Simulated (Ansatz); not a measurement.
Two shapes of singlet C₄H₁₀.

Shape 1:

```xyz
14

H    -0.0076   -0.0042    1.4787
C    -0.0040   -0.0047    0.3598
C     1.4627    0.0005   -0.0899
C    -0.7176    1.2556   -0.0930
C    -0.7303   -1.2580   -0.0851
H     1.5128   -0.0095   -1.1959
H     1.9939    0.8947    0.2765
H     1.9974   -0.8919    0.2766
H    -0.7671    1.3105   -1.1926
H    -1.7688    1.2718    0.2648
H    -0.2248    2.1681    0.2584
H    -0.7630   -1.3191   -1.1900
H    -0.2286   -2.1724    0.2775
H    -1.7728   -1.2871    0.2732
```

Shape 2:

```xyz
14

H    -0.0246    0.0019    1.5173
C     0.0495   -0.0043    0.3730
C     1.4334   -0.0456   -0.0959
C    -0.7329    1.2981   -0.0639
C    -0.7744   -1.2739   -0.0900
H     1.4840   -0.0154   -1.1608
H     1.9550    0.8685    0.2430
H     1.9696   -0.9209    0.2366
H    -0.7231    1.3141   -1.1602
H    -1.7539    1.3291    0.2628
H    -0.2500    2.1781    0.3112
H    -0.7605   -1.3033   -1.1470
H    -0.2630   -2.1643    0.2348
H    -1.7976   -1.3138    0.2460
```

Basis set: STO-3G (spherical functions). Correlated methods keep 4 orbitals frozen. Charge 0, multiplicity 1.

Computed with Ansatz (development build ahead of 0.2.0); each method stands on the lowest determinant of its kind that the runs found.

(1) Which shape is lower in energy, and by how much in each method?

## Answers

(1)

```tsv
method	E(2) − E(1) (eV)
RHF	0.296
RHF-MP2	0.390
```

Shape 1 is lower.
